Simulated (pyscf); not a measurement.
H₂N–InH₂ (SMILES [NH2][InH2]) + HCl (SMILES Cl) → H₂N–InH–Cl (SMILES [NH2][InH][Cl]) + H₂ (SMILES [H][H]) (four-centre exchange; singlet surface; H–In, Cl–H broken, Cl–In, H–H formed). Optimised with ωB97X-D3(BJ)/def2-SVP in PySCF. Energies in kcal/mol from the separated reactants.

```
level                   barrier  reaction energy
----------------------  -------  ---------------
r²SCAN/def2-TZVP            2.4            -26.6
B3LYP-D3(BJ)/def2-TZVP        ?            -25.8
PBE0-D3(BJ)/def2-TZVP       4.0            -25.1
M06-2X/def2-TZVP              ?                ?
ωB97M-D3(BJ)/def2-TZVP      8.8            -24.3
HF/def2-TZVP               20.0            -25.8
```

Problem. Fill in the missing entries.

Solution. 
- B3LYP-D3(BJ)/def2-TZVP, barrier: 6.0
- M06-2X/def2-TZVP, barrier: 4.7
- M06-2X/def2-TZVP, reaction energy: -29.8

The functionals in the table span 6.4 kcal/mol in this barrier, from r²SCAN to ωB97M-D3(BJ)/def2-TZVP. On the reactant side the descent ends in a complex, 5.1 kcal/mol under the separated species and 10.2 kcal/mol under the saddle at ωB97X-D3(BJ)/def2-TZVP. At ωB97X-D3(BJ)/def2-TZVP the barrier from the zero used here is 5.2 kcal/mol. This is the saddle that the search found; another between the same sides may lie lower. Elements past Kr carry the def2 core potentials, without spin-orbit coupling.
